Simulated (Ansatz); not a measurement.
Write a Python script for the Ansatz DFT code, driven from Python that makes a test of scalar relativity of MgS (charge -1). Level of theory (for the species named): Hartree-Fock, cc-pVTZ basis, multiplicity 2.

```yaml
atoms:
  - { symbol: Mg, position_ang: [0.0000, 0.0000, 0.0000] }
  - { symbol: S, position_ang: [0.0000, 0.0000, 2.4400] }
```

Script `mgs.py`:
```python
"""Scalar relativity in MgS(-)."""

import warnings

import ansatz as az
from ase import Atoms
import numpy as np

warnings.simplefilter("ignore", az.DeckWarning)

atoms = Atoms(["Mg", "S"], positions=[
    [0.0, 0.0, 0.0],
    [0.0, 0.0, 2.44],
])
molecule = az.Crystal.molecule_from_ase(atoms)

model = (
    molecule.calculation()
    .functional("hf")
    .charge(-1)
    .spin("collinear", total=1)
    .forces()
)
# a set contracted for a scalar-relativistic Hamiltonian goes with the relativistic run
sets = {"none": "cc-pVTZ", "scalar": "cc-pVTZ-DK"}
found = {kind: model.basis(gaussian=basis).pseudopotentials(relativity=kind).run().report for kind, basis in sets.items()}
for kind, each in found.items():
    dipole = 4.803205 * np.linalg.norm(each["charge_distribution"]["dipole_moment_e_ang"])
    print(f"{kind:7s} E = {each['free_energy_ev']:.4f} eV  dipole {dipole:.3f} D  largest force component {np.abs(each['forces_ev_ang']).max():.4f} eV/A")
print(f"relativity lowers the total energy by {found['none']['free_energy_ev'] - found['scalar']['free_energy_ev']:.3f} eV")
```

Running `python mgs.py` prints:
```text
none    E = -16250.5419 eV  dipole 2.636 D  largest force component 1.6942 eV/A
scalar  E = -16288.2722 eV  dipole 2.522 D  largest force component 1.6523 eV/A
relativity lowers the total energy by 37.730 eV
```

Notes:
- Total energies depend on the basis set; only differences at equal settings carry meaning.
- The geometry is a force-field or estimated start, not a minimum of this method. The basis set changes with the Hamiltonian (a set recontracted for scalar relativity), and most of the change in the total lies in the cores.
- The run takes the species as open-shell (spin multiplicity 2), which needn't be its ground state.
- The expectation value of S² is noticeably off S(S+1) in at least one run, so that state is spin-contaminated.
- An ion's dipole depends on the origin; the program takes it about the centre of nuclear charge.
- The spin state was assumed, and another may lie lower.
- Anions want diffuse functions, which this basis lacks.
- It ran for 11 s on 1 thread of Arm Neoverse V1 (shared host), peak memory 0.16 GiB.
